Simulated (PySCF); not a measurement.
# F3P (phosphorus trifluoride): the cost of one run

Programs: PySCF 2.14.0, with density-fitted response routines of our own. Each step states its level of theory. These are calculated values for one molecule in the gas phase, unless marked as measured. Atoms count from 0, in the outputs and in this text.

## Step 1: The starting structure

4 atoms, charge 0, multiplicity 1; geometry from: GFN2-xTB. The atoms were then displaced at random by about 0.01 Å, so the start is not that level's minimum.

Bonds of the start (Å): F0–P1 1.59, P1–F2 1.59, P1–F3 1.59.

## Step 2: Geometry optimisation at PBE0-D3(BJ)/def2-SVP

What the job is given:

```
{"job": {"xc": "PBE0", "basis": "def2-SVP", "d3": "d3bj", "grid": 1, "shake": 0.01, "kind": "geom"}, "charge": 0, "multiplicity": 1}
F     -0.816140    -1.080330    -0.216170
P     -0.003480    -0.003570     0.634670
F      1.316520    -0.199930    -0.228020
F     -0.458910     1.258460    -0.223480
```

Launch:

```console
$ OMP_NUM_THREADS=1 python probes_run.py task.json out
```

One launch serves the whole session: the jobs run in the order shown.

**Question.** How long does this first job take on 1 thread of Intel Xeon Platinum 8488C, shared host, and how much memory does it need?

About 4.5 s, with a peak of 0.28 GiB.
